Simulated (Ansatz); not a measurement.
Two shapes of singlet NaH₂O(+).

Shape 1:

```xyz
4

Na   -0.0360    0.0300   -1.1156
O    -0.0050    0.0310    1.0503
H     0.0472    0.7538    1.6954
H    -0.0197   -0.7331    1.7166
```

Shape 2:

```xyz
4

Na    0.0000    0.0000   -1.1859
O     0.0000    0.0000    1.1764
H     0.0000    0.8248    1.8168
H     0.0000   -0.8248    1.8168
```

Basis set: def2-TZVP (spherical functions). Left uncorrelated: 2 orbitals. Charge 1, multiplicity 1.

Computed with Ansatz (development build ahead of 0.2.0); each method stands on the lowest determinant of its kind that the runs found.

Problem. Which shape is lower in energy, and by how much in each method?

Solution.

| method | E(2) − E(1) (eV) |
| --- | --- |
| RHF | 0.306 |
| RHF-MP2 | 0.207 |

Shape 1 is lower.
